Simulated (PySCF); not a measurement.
A GIAO shielding run with PySCF 2.14.0 with density-fitted response routines (density fitting, non-relativistic, gas phase) on 1,2,3-trifluoropropane (FC(CF)CF, C3H5F3):

```
{"job": {"kind": "nmr", "xc": "PBE", "basis": "pcSseg-2", "pop": false}, "charge": 0, "multiplicity": 1}
F      0.327015     1.732568    -0.846858
C     -0.497098     0.647824    -0.987382
C     -0.518792    -0.173249     0.275079
F     -1.124285     0.531368     1.289166
C      0.865212    -0.558110     0.760460
F      1.465851    -1.348568    -0.183474
H     -0.131071     0.020525    -1.817130
H     -1.516815     0.999449    -1.216346
H     -1.108623    -1.087461     0.078529
H      0.785268    -1.109075     1.711123
H      1.465034     0.352736     0.915358
```

Hardware: 1 thread of an Arm Neoverse V2, shared host.

(1) How large is the calculation?

(2) How long does it take?

(3) And these other runs on the same molecule and hardware: GIAO shielding at BLYP/pcSseg-2; GIAO shielding at BP86/pcSseg-2; GIAO shielding at HF/pcSseg-2; GIAO shielding at LDA/pcSseg-2; GIAO shielding at OPBE/pcSseg-2?

Results:

(1) 50 electrons, 286 basis functions and 747 auxiliary functions.

(2) 38 s of wall time, with 15 SCF cycles. Times on a shared host scatter by some tens of per cent.

(3) BLYP/pcSseg-2: 286 functions, 38 s; BP86/pcSseg-2: 286 functions, 36 s; HF/pcSseg-2: 286 functions, 14 s; LDA/pcSseg-2: 286 functions, 30 s; OPBE/pcSseg-2: 286 functions, 38 s.
